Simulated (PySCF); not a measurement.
Molecule: `C(C=C=C)(F)F`, C$_{4}$H$_{4}$F$_{2}$.

Numbering as in the mapped SMILES `[CH2:1]=[C:2]=[CH:3][CH:4]([F:5])[F:6]` (H(Xn): hydrogen on atom n).

Spin–spin couplings on one PBE0-D3(BJ)/def2-SVP geometry, PySCF 2.14.0 with density-fitted response routines, gas phase, non-relativistic, equivalent pairs averaged (spin–dipole term only in couplings to heteroatoms); isotopes $^{13}$C, $^{19}$F, $^{1}$H; basis pcJ-1.

Question: How do the couplings (Hz) change with the functional? Times are CPU seconds on 1 thread of an Arm Neoverse N1, shared host.

Answer: 
| functional | functions | $^{1}J$(C4,F5) | $^{1}J$(C4,H(C4)) | $^{1}J$(C1,H(C1)) | $^{1}J$(C3,H(C3)) | $^{1}J$(C2,C3) | $^{1}J$(C1,C2) | $^{1}J$(C3,C4) | core-s |
| --- | --- | --- | --- | --- | --- | --- | --- | --- | --- |
| LDA | 202 | -318.4 | 148.4 | 139.4 | 138.2 | 91.2 | 88.0 | 44.2 | 18 |
| PBE | 202 | -328.7 | 176.0 | 165.4 | 163.8 | 103.1 | 100.8 | 56.5 | 26 |
| KT2 | 202 | -328.8 | 189.9 | 179.3 | 176.5 | 90.0 | 87.4 | 46.8 | 29 |
| PBE0 | 202 | -291.4 | 182.1 | 172.3 | 170.7 | 109.9 | 107.3 | 64.3 | 33 |
| B97-2 | 202 | -286.9 | 174.4 | 164.5 | 162.4 | 108.1 | 106.3 | 62.5 | 33 |
| BHandHLYP | 202 | -250.4 | 204.9 | 197.7 | 195.9 | 127.9 | 125.5 | 79.4 | 37 |
| CAM-B3LYP | 202 | -282.7 | 188.5 | 179.0 | 177.6 | 111.4 | 108.8 | 66.1 | 46 | Left out for a near triplet instability: HF/pcJ-1.
